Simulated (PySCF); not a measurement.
NMR data simulated for an unnamed compound:

¹H NMR (400 MHz, computed): δ 8.56 (s, 1H), 8.42 (s, 1H).

¹³C{¹H} NMR (computed): δ 169.3 (CH), 162.4 (CH).

[PySCF: shieldings: GIAO PBE0/pcSseg-1; spin–spin couplings from B3LYP/pcJ-1; geometry from PBE0-D3(BJ)/def2-SVP; gas phase; one computed conformer; non-relativistic]

Referencing at the same level of theory: ¹H (σref 31.27) and ¹³C (σref 184.41) vs TMS.

**Question.** Which of these does the molecule contain: a tert-butyl group, a heteroaromatic ring, an ester, an N-methyl group?

**Answer.** 
- A tert-butyl group: no.
- A heteroaromatic ring: yes.
- An ester: no.
- An N-methyl group: no.

The data belong to SMILES C1=NC=NO1, C2H2N2O; they needn't prove each group on their own.

Carbon signals by region: 2 in the far downfield region (above 160 ppm). Above 160 ppm: 169.3, aromatic CH between two ring heteroatoms, 162.4, aromatic CH between two ring heteroatoms.

Shifts are as computed. Against solution values, carbons near 30 ppm lie about +2 ppm off and those near 130 ppm about +5 ppm. Of 1211 compounds with measured shifts, 218 miss one by over three times the rms of a fit or turn the order of signals round; such compounds aren't used in these exercises.
